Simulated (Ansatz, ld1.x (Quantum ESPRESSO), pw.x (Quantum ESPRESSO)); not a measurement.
## Re (Z = 75) (sc): variants of one TM potential in the solid

* Element: rhenium
* Generator: ld1.x (Quantum ESPRESSO) 7.5
* Type: norm-conserving Troullier–Martins (Kleinman–Bylander form)
* Functional: LDA (PW92)
* Relativity: scalar-relativistic
* Frozen core: [Xe] 4f14
* Valence charge: 7
* Reference configuration: 5d5 6s2 6p0
* Partial waves: 6p (bound, empty): rc 2.85 bohr; 5d (bound): rc 1.90 bohr; 6s (bound): rc 2.25 bohr
* Local potential: the s channel
* Core correction: Bessel-smoothed model core inside 0.90 bohr

Crystal test: sc Re in pw.x 7.5, no spin, 13³ k-points, Fermi–Dirac smearing 0.01 Ry, cutoffs set for each file from its atomic test. The reference is all-electron LAPW (Ansatz 0.2.0) with the same functional, mesh and smearing; V0 and B0 come from Birch–Murnaghan fits to the pressures at five volumes. Errors are pseudo minus all-electron; Δ is the rms difference of the E(V) curves that follow from these fits, minima aligned, over ±6 % about the mean V0. Mesh and smearing are coarse, so the numbers serve the comparison and aren't converged zero-temperature values; the lattice is a test structure that the element need not adopt.

All-electron: a0 = 2.540 Å (V0 = 16.38 Å³/atom), B0 = 290.1 GPa.

Base: The largest radius (2.85 bohr) exceeds half the bond length (2.40 bohr), so the spheres overlap, which is one possible source of error among others. This is a poor potential for the solid.

1 further variants are left out: they gave no file fit for a test, a broken result, the same result as the base, or pressures whose basis-set error rivals the error shown.

A dash in a converged row means that the minimum lies outside the volumes sampled.

| change | cutoffs (Ry) | pw.x | a0 (Å) | a0 error (%) | B0 error (%) | Δ (meV/atom) | mean pressure error (GPa) |
| --- | --- | --- | --- | --- | --- | --- | --- |
| base | 50/200 | converged | 2.568 | +1.09 | -1.6 | 34.3 | +10.11 |
| core correction none | 50/200 | converged | 2.553 | +0.52 | -1.0 | 16.3 | +4.69 |
| local potential the p channel | 50/200 | converged | – | – | – | – | +43.03 |
| reference 5d5 6s1.5 6p0.5 | 50/200 | converged | 2.568 | +1.11 | -1.7 | 34.9 | +10.31 |

Give the row for: wave 5d (bound): rc 1.90 bohr becomes 5d (bound): rc 1.66 bohr.

pw.x: converged; mean pressure error (GPa): +9.97; a0 (Å): 2.567; a0 error (%): +1.08; B0 error (%): -1.5; Δ (meV/atom): 33.8.
